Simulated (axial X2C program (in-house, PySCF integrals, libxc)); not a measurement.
**Spin–orbit effects along a row: molecules with C (ions), HF**

Calculated with an axial X2C code built on PySCF integrals, spin-free (one-electron X2C) or two-component (2c: spin–orbit coupling with atomic mean-field Coulomb and Gaunt terms, which also bring small scalar terms), in Dyall basis sets with cores contracted in-house; open shells are unrestricted.

Basis sets: Al dyall-av3z, C dyall-av3z, Cl dyall-av3z, Mg dyall-av3z, P dyall-av3z, Si dyall-av3z.

```
molecule   spin-free state  Re (Å)  ωe (cm⁻¹)  De (eV)  2c state  Re 2c (Å)  ωe 2c (cm⁻¹)  De 2c (eV)
    MgC⁻  M_S = 3/2, Λ = 0   2.202      416.6     1.35   Ω = 3/2      2.195         422.1        1.37
    AlC⁻    M_S = 1, Λ = 1   1.980      566.8     2.16     Ω = 2      1.980         566.6        2.16
    SiC⁻  M_S = 1/2, Λ = 0   1.760      766.8     2.89   Ω = 1/2      1.760         766.8        2.89
     PC⁻    M_S = 0, Λ = 0   1.580     1309.8     3.49     Ω = 0      1.580        1309.6        3.49
    CCl⁻    M_S = 1, Λ = 0   1.994      345.9     0.80     Ω = 1      1.994         345.9        0.80
```

Fragments in 2c: Mg + C-, Al + C-, Si- + C, P + C-, Cl- + C. Each entry is the lowest single determinant of a limited PBE0 search at one distance. De goes to single-determinant-based atoms at the same level (for ions the charge split of lowest energy) and is withheld (n/a) where an atom does not fit its ground term or J level. Main or longest-lived isotopes. One determinant is a doubtful description, or other states lie close, for MgC⁻, AlC⁻, SiC⁻, CCl⁻; these need not be ground states, and all values refer to the states named. Some open-shell Ω = 0 determinants are out of reach, so the Ω given for AlC⁻, CCl⁻ need not be the lowest component. With several unpaired electrons the Ω given is that of one determinant, not necessarily of the lowest component. Some light 2c atoms are not at their ground J level, so De misses part of their lowering (0.04 eV or less).
